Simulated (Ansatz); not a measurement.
Process, species as SMILES: ClCl (Cl2) + [H][H] (H2) → 2 Cl (HCl)
B3LYP-D3(BJ)/def2-TZVP geometries, fixed; electronic energies without zero-point terms.

Basis-set convergence of the energy of full hydrogenation at MP2 with Ansatz (a quantum-chemistry and plane-wave program). Cartesian d functions, on some or all atoms, in 6-31G**, 6-31+G*, 6-311G**; all else is spherical. Cores are frozen. No added dispersion term, no relativity. Functions are those of the species that has most. Reference: Hartree-Fock in aug-cc-pV(Q+d)Z plus the correlation part extrapolated as X^-3 from aug-cc-pV(T+d)Z and aug-cc-pV(Q+d)Z, -47.51 kcal/mol, itself unsure by roughly 0.25 kcal/mol (a third of the extrapolation step and of the last Hartree-Fock step).

```csv
basis,functions,energy of full hydrogenation (kcal/mol)
6-31G,26,-45.69
def2-SVP,36,-53.36
6-31G**,38,-51.27
6-31+G*,46,-43.74
cc-pV(D+d)Z,46,…
6-311G**,54,-56.55
pcseg-2,68,-49.42
def2-TZVP,74,…
def2-TZVPP,84,-49.19
def2-TZVPD,92,…
"6-311++G(3df,3pd)",94,…
aug-pcseg-2,100,-48.75
aug-cc-pV(T+d)Z,110,-48.92
cc-pV(Q+d)Z,128,-47.89
def2-QZVPP,140,-47.88
def2-QZVPPD,158,-47.99
cc-pV(5+d)Z,200,-47.45
pcseg-4,210,-47.39
```

**Question.** Some entries are withheld; supply them.

**Answer.** 
- cc-pV(D+d)Z, energy of full hydrogenation (kcal/mol): -53.31
- def2-TZVP, energy of full hydrogenation (kcal/mol): -45.96
- def2-TZVPD, energy of full hydrogenation (kcal/mol): -46.70
- 6-311++G(3df,3pd), energy of full hydrogenation (kcal/mol): -51.20
